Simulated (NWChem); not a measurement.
System: ammonia (NH$_{3}$); SMILES N

Here is an NWChem input.

```
start job
memory heap 200 mb stack 900 mb global 1100 mb
geometry units angstroms noautosym nocenter noautoz
  N      0.000000     0.000000     0.138852
  H      0.661761     0.661761    -0.266384
  H      0.242221    -0.903982    -0.266384
  H     -0.903982     0.242221    -0.266384
end
basis spherical
  * library def2-svp
end
dft
  xc b3lyp
  iterations 150
  mulliken
end
task dft energy
esp
  recalculate
  probe 0.07
  range 0.3
  factor 1.0
  spacing 0.02
end
task esp
```

Geometry: optimised at PBE0/def2-SVP.

Atomic charges in e: unrestrained fits to the electrostatic potential beside Mulliken populations; the two definitions need not agree.

Atoms are numbered as in the input.

Task: Predict the main results of this run. (B3LYP/def2-SVP.) Quantities: ESP N1; Mulliken N1; relative RMS misfit of the potential (%).

Result: 
```json
{
  "ESP N1": "-0.91",
  "Mulliken N1": "-0.24",
  "relative RMS misfit of the potential (%)": "23"
}
```
